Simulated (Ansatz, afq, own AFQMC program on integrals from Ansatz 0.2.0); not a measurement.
**BH2, doublet → BH2⁺, triplet**

```xyz
3

B     0.0000   -0.0800    0.0000
H     0.0000    0.4291   -1.0770
H     0.0000    0.4291    1.0770
```

E(triplet, charge +1) − E(doublet, charge +0) at this geometry, on UHF and UHF determinants.

Basis cc-pVDZ. Noble-gas cores (and the filled d shells of Ga–Kr and In–Xe) are frozen. Ansatz 0.2.0 and our own AFQMC program on the same integrals; the CISD trial comes from CCSD amplitudes, and released means the phaseless constraint is let go. Free AFQMC starts from the CCSD state and is never constrained. Its projection time is finite, and what remains of the start isn't in its error. Error bars are statistical, one sigma. The errors of all members are added in quadrature.

Full CI on the same integrals is exact in this basis and with this determinant's frozen core.

The best estimate is CCSD(T) at the basis-set limit (CBS: def2-TZVPP and def2-QZVPP, with their diffuse functions for anions and beside diffuse sets, CCSD(T) itself extrapolated) plus the step from CCSD(T) to full CI in cc-pVDZ. Rows without CBS are in cc-pVDZ, the functionals in def2-TZVP; B2PLYP and the wave-function rows carry a basis error of their own. Core correlation and relativity beyond core potentials are missing, and ± holds the sampling alone.

Cautions: BH₂⁺ (triplet): lower spins were not checked, the ph-AFQMC/CISD walk drifts between its halves (2.6 errors); this needn't be the first ionization.

Best estimate: 13.697 eV.

```tsv
level	vertical ionization energy (eV)	error against the best estimate (eV)
HF	12.821	-0.876
MP2	13.436	-0.261
CCSD	13.466	-0.231
CCSD(T)	13.471	-0.226
CCSDT	13.471	-0.226
CCSDT(Q)	13.471	-0.226
ph-AFQMC/CISD	13.474 ± 0.0007	-0.222 ± 0.0007
released AFQMC	13.472 ± 0.0006	-0.225 ± 0.0006
free AFQMC	13.471 ± 0.0005	-0.226 ± 0.0005
FCI	13.471	-0.226
HF/CBS	12.832	-0.865
MP2/CBS	13.686	-0.011
CCSD(T)/CBS	13.696	-0.001
PBE	13.440	-0.257
r2SCAN	13.437	-0.260
PBE0	13.546	-0.151
B3LYP	13.655	-0.042
wB97M-V	13.652	-0.045
B2PLYP	13.578	-0.119
```

Correlation beyond CCSD(T) changes it by less than 2 meV. Going to the basis-set limit adds 0.226 eV at CCSD(T). The perturbative (T) step is worth +0.004 eV. The functionals spread over 0.218 eV; B3LYP and wB97M-V come nearest and r2SCAN is 0.260 eV too low.

Best estimates are given only where the step beyond CCSD(T) is under 0.3 eV and no member's determinant is very poor (T1 over 0.05, or 0.07 for open shells, ⟨S²⟩ too high by 0.3, two states mixed), so the hardest cases are missing from such tables.

The functionals ran in a triple-zeta set and keep a basis error of their own, a few kJ/mol for each bond in atomization energies and more for double hybrids, so close places among them and the extrapolated levels can swap.

CCSDT and higher add their correlation energy to the determinant of the CCSD(T) run, since their own runs factorise the integrals more tightly (a shift of under 2 meV). Free projections are given only where their last times agree within the noise and don't stop above the reference; a slow remainder of the start can still hide under it. Each member of a difference takes its own highest rung, so a best estimate needn't equal the limit plus the step of one row. A walk keeps the symmetry of its determinant, which the program's search chose and which needn't be the lowest solution, so a lower state of the same spin and another symmetry isn't excluded. Released energies are given only where the last usable release times agree within the noise; a slower fall can still hide under it.
